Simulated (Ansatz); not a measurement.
# Structure relaxation of SrPb₂

The calculation used DFT PBE, scalar-relativistic, plane waves, PAW in Ansatz 0.2.0. Cutoff 420 eV, Γ-centred k mesh, Gaussian smearing, no spin polarisation in the final step.

SrPb₂ was placed on the cubic Laves (C15) structure type (Fd-3m, No. 227), with Sr in place of Mg, Pb in place of Cu, at a guessed volume.

```xyz
6
Lattice="0.0000 4.5646 4.5646 4.5646 0.0000 4.5646 4.5646 4.5646 0.0000" Properties=species:S:1:pos:R:3 pbc="T T T"
Sr    0.0000    0.0000    0.0000
Sr    2.2823    2.2823    2.2823
Pb    5.7057    5.7057    5.7057
Pb    5.7057    3.4234    3.4234
Pb    3.4234    3.4234    5.7057
Pb    3.4234    5.7057    3.4234
```

Cell and atoms relax at zero pressure; the relaxation can't lower the symmetry of the start. After a coarse first stage the cell is made exact in the group found at 0.06 Å.

The zero of energy is the elements' standard structures at the same level; no fitted shifts are applied.

Question: Describe the relaxed structure.

Answer: It keeps Fd-3m (No. 227). The result has the cubic Laves (C15) structure. Conventional cell: a = 9.443 Å. Sr has 12 Pb at 3.92 Å and 4 Sr at 4.09 Å; around Pb lie 6 Pb at 3.34 Å and 6 Sr at 3.92 Å.

Space group Fd-3m:1 (No. 227). a = 9.443 Å, b = 9.443 Å, c = 9.443 Å, α = 90.00°, β = 90.00°, γ = 90.00°
```csv
atom,site,symmetry,x,y,z
Sr,8b,-43m,0.0000,0.0000,0.5000
Pb,16c,.-3m,0.1250,0.1250,0.1250
```

Question: What are its volume, energy, density and gap?

Answer: The volume per atom is 35.09 Å³, the density is 7.92 g/cm³ and the energy over the elements is -0.36 eV/atom. The gap on the 8×8×8 mesh is 0 eV (a metal).

The final run used a 8×8×8 mesh on its 6-atom cell and 0.10 eV smearing. For metals, differences of a few meV/atom aren't resolved. Spin–orbit coupling is left out. A structure relaxed within its symmetry needn't be a true minimum.

Cost: 3 runs of about 1.9 core-minutes in all, on Intel Xeon Platinum 8259CL (Skylake/Cascade Lake) (shared hosts).